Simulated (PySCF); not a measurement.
Cost of excited-state runs on butane, C4H10

Molfile (atoms numbered from 1):
```
C4H10
     RDKit          3D

 14 13  0  0  0  0  0  0  0  0999 V2000
    1.8855   -0.5178    0.3700 C   0  0  0  0  0  0  0  0  0  0  0  0
    0.4524   -0.0722    0.6114 C   0  0  0  0  0  0  0  0  0  0  0  0
   -0.4446   -0.2193   -0.6110 C   0  0  0  0  0  0  0  0  0  0  0  0
   -1.8776    0.2266   -0.3696 C   0  0  0  0  0  0  0  0  0  0  0  0
    2.3557    0.0679   -0.4365 H   0  0  0  0  0  0  0  0  0  0  0  0
    2.5066   -0.4000    1.2710 H   0  0  0  0  0  0  0  0  0  0  0  0
    1.9297   -1.5780    0.0724 H   0  0  0  0  0  0  0  0  0  0  0  0
    0.4417    0.9819    0.9421 H   0  0  0  0  0  0  0  0  0  0  0  0
    0.0194   -0.6493    1.4482 H   0  0  0  0  0  0  0  0  0  0  0  0
   -0.4342   -1.2735   -0.9415 H   0  0  0  0  0  0  0  0  0  0  0  0
   -0.0116    0.3575   -1.4479 H   0  0  0  0  0  0  0  0  0  0  0  0
   -1.9218    1.2873   -0.0735 H   0  0  0  0  0  0  0  0  0  0  0  0
   -2.4992    0.1075   -1.2701 H   0  0  0  0  0  0  0  0  0  0  0  0
   -2.3474   -0.3580    0.4380 H   0  0  0  0  0  0  0  0  0  0  0  0
  1  2  1  0
  2  3  1  0
  3  4  1  0
  1  5  1  0
  1  6  1  0
  1  7  1  0
  2  8  1  0
  2  9  1  0
  3 10  1  0
  3 11  1  0
  4 12  1  0
  4 13  1  0
  4 14  1  0
M  END
```

PySCF with density fitting, on 1 thread of an AMD EPYC 9R45 96-Core, shared host. Command: `OMP_NUM_THREADS=1 python excited_run.py task.json out`

**Question.** How long does each of these runs take, and how much memory?
- magnetisability and related constants, B3LYP/6-31G*; usual settings
- magnetisability and related constants, B3LYP/ANO-RCC-VDZP; usual settings
- magnetisability and related constants, B3LYP/pcSseg-0; usual settings
- magnetisability and related constants, CAM-B3LYP/aug-pcSseg-1; usual settings
- magnetisability and related constants, revPBE/aug-pcSseg-1; usual settings

**Answer.** 
```csv
run,level,basis functions,wall time,peak memory (GiB)
magnetisability and related constants,B3LYP/6-31G*,76,3.1 s,0.48
magnetisability and related constants,B3LYP/ANO-RCC-VDZP,106,11 s,0.54
magnetisability and related constants,B3LYP/pcSseg-0,56,2 s,0.49
magnetisability and related constants,CAM-B3LYP/aug-pcSseg-1,194,16 s,0.83
magnetisability and related constants,revPBE/aug-pcSseg-1,194,16 s,0.58
```
Times from a shared host are rough.
